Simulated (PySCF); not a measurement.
**Core binding energy against partial charge**

Compound: C3H4P (charge -1).
Bonds: C1–C2, C2–C3 (triple), C3–P4. Hydrogens: H5, H6, H7 on C1; H8 on P4.

Binding energies: delta-SCF UKS SCAN, pcX-2 on the ionised atom, pcseg-1 elsewhere, spin-free X2C (PySCF 2.14.0). Charges: PBE0/pcSseg-1 ground-state density, for the ionised atom.

```tsv
atom	environment	C 1s (eV)	Mulliken (e)	IAO (e)	Hirshfeld (e)	ESP (e)
C2	alkyne carbon	283.73	-0.356	-0.231	-0.177	+0.131
C3	alkyne carbon	284.21	-0.277	-0.261	-0.198	-0.308
C1	propargylic carbon	287.11	-0.179	-0.409	-0.128	-0.580
```

Q: Give the correlation coefficient and slope of binding energy on charge for each scheme.

A: Mulliken: r = 0.95, slope 19.6 eV per e; Hirshfeld: r = 0.91, slope 46.4 eV per e; ESP: r = -0.87, slope -4.4 eV per e; IAO: r = -1.00, slope -19.2 eV per e. Mulliken charges have the highest r, on only 3 points.

Q: The point-charge model writes a binding energy as kq + V + constant, with V the potential of the other atoms' charges at the site. What does it give with the ESP charges?

A: V = Σ 14.40 eV Å × q/r over all other atoms: -9.87 eV at C2, -5.32 eV at C3, +2.80 eV at C1. Fitting binding energy − V to q gives k = 12.7 eV per e and leaves an rms residual of 0.78 eV, against 0.75 eV for the fit on q alone. The model has no term for differences in relaxation between sites.

The species carries charge -1, so core ionisation leaves a neutral species. The basis sets have no added diffuse functions. Isolated species at its GFN2-xTB geometry, gas phase.
